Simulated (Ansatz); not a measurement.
Kohn–Sham single points on `[CH2][SiH3]` radical.

```yaml
crystal:
  periodic: [false, false, false]
  atoms:
    - {symbol: C, position_ang: [-0.172640, -1.103022, 0.047381]}
    - {symbol: Si, position_ang: [0.132340, 0.709829, -0.028982]}
    - {symbol: H, position_ang: [-1.139022, -1.522164, 0.308478]}
    - {symbol: H, position_ang: [0.588313, -1.834813, -0.203813]}
    - {symbol: H, position_ang: [-0.191158, 1.256632, -1.379078]}
    - {symbol: H, position_ang: [-0.719680, 1.420065, 0.961831]}
    - {symbol: H, position_ang: [1.563148, 1.005574, 0.248484]}
basis:
  gaussian: {orbitals: def2-TZVPP}
magnetization: {spin_polarized: true, initial_magnetization: 1}
hamiltonian: {xc: {name: LC-wPBE}, dispersion: d4}
output: {orbitals: {seedname: orbitals}}
```

```sh
$ ansatz run in.yaml --threads 2 --pin off --events-out ev --progress --plain
```

It prints (some lines left out):

```
WARN the engine holds no damping parameters fitted to this dispersion correction and functional, so the run takes those fitted to pbe0 (hamiltonian.dispersion, under Limitations)
Functional definition: LC-wPBE
763 factors; their error is unknown
268 factors; integrals over basis functions are off by at most 2.5e-5 eV
mean field evaluation 1: about -8990.0809 eV, gradient 1.8e1 eV
mean field evaluation 2: about -8991.2136 eV, gradient 1.2e1 eV
mean field evaluation 4: about -8991.9279 eV, gradient 3.8e-1 eV
mean field evaluation 8: about -8991.9100 eV, gradient 2.1e-1 eV
mean field evaluation 16: about -8991.9101 eV, gradient 4.6e-5 eV
mean field -8991.91013646 eV, -330.4466025795 hartree, gradient 4.6e-5 eV, S^2 0.754978; 0 other end points of the search recorded, 0 dependent functions left out
reference -8991.91013647 eV, -330.4466025797 hartree; 13, 12 occupied and 130, 131 virtual orbitals, 763 factors
Total energy: -8991.98362830 eV, -330.4493033544 hartree
```

Run time 2.2 s (2 threads of a server CPU on a shared host); peak host memory 0.19 GiB.

With the line `hamiltonian: {xc: {name: B3LYP}, dispersion: d4}` and forces (abridged; 2.6 s):

```
Functional definition: B3LYP
mean field -8995.82304980 eV, -330.5903994922 hartree, gradient 8.5e-5 eV, S^2 0.753810
Total energy: -8995.96713166 eV, -330.5956944030 hartree
Atom 0 force    -0.015634    -0.086809     0.000283 eV/Å
Atom 1 force     0.025530     0.123901     0.008882 eV/Å
Atom 2 force     0.065332     0.011127    -0.018102 eV/Å
Atom 3 force    -0.057268     0.033469     0.018123 eV/Å
Atom 4 force     0.018571    -0.026652     0.074853 eV/Å
Atom 5 force     0.049914    -0.039786    -0.063312 eV/Å
Atom 6 force    -0.086445    -0.015251    -0.020728 eV/Å
Dipole moment:    -0.025337    -0.137410    -0.001570 e Å
```

Changing it to `hamiltonian: {xc: {name: BHLYP}, dispersion: d4}` (abridged; 2.1 s):

```
Functional definition: BHLYP
mean field evaluation 16: about -8994.4071 eV, gradient 3.0e-5 eV
mean field -8994.40708124 eV, -330.5383636075 hartree, gradient 3.0e-5 eV, S^2 0.755100
Total energy: -8994.51245623 eV, -330.5422360669 hartree
```

The same input with `hamiltonian: {xc: {name: r2SCANh}, dispersion: d4}` (abridged; 3.8 s):

```
Functional definition: r2SCANh
mean field evaluation 16: about -8993.5225 eV, gradient 4.3e-5 eV
mean field -8993.52250159 eV, -330.5058559049 hartree, gradient 4.3e-5 eV, S^2 0.757007
Total energy: -8993.54417926 eV, -330.5066525445 hartree
```

Changing it to `hamiltonian: {xc: {name: PBE-QIDH}}` (abridged; 2.8 s):

```
Functional definition: PBE-QIDH
mean field evaluation 16: about -8984.8427 eV, gradient 4.1e-5 eV
mean field -8984.84266693 eV, -330.1868778644 hartree, gradient 4.2e-6 eV, S^2 0.757621
6 core orbitals not correlated: weight in the atoms' cores, before any rotation towards them, 1.000 or more for the frozen orbitals, at most 0.000 for the correlated occupied ones
second order -8.53600917 eV of doubles, -0.00000000 eV of singles
Total energy: -8987.68801464 eV, -330.2914424642 hartree
```

With the line `hamiltonian: {xc: pbe, dispersion: d4}` and forces (abridged; 2 s):

```
Functional definition: PBE
mean field evaluation 16: about -8989.0324 eV, gradient 5.7e-5 eV
mean field -8989.03238809 eV, -330.3408472772 hartree, gradient 1.2e-5 eV, S^2 0.753640
Total energy: -8989.12118180 eV, -330.3441103860 hartree
Atom 0 force     0.018376     0.112857    -0.005662 eV/Å
Atom 1 force     0.001932    -0.078442     0.046903 eV/Å
Atom 2 force    -0.193995    -0.086780     0.053580 eV/Å
Atom 3 force     0.152551    -0.149300    -0.049317 eV/Å
Atom 4 force    -0.034772     0.073995    -0.152767 eV/Å
Atom 5 force    -0.092604     0.085830     0.091266 eV/Å
Atom 6 force     0.148511     0.041839     0.015996 eV/Å
Dipole moment:    -0.025498    -0.133484    -0.004075 e Å
```

LC-ωPBE has ω = 0.4 bohr⁻¹; the program lends it PBE0's D4 damping.

B3LYP takes the VWN-RPA correlation (the form of Gaussian; ORCA's B3LYP/G).
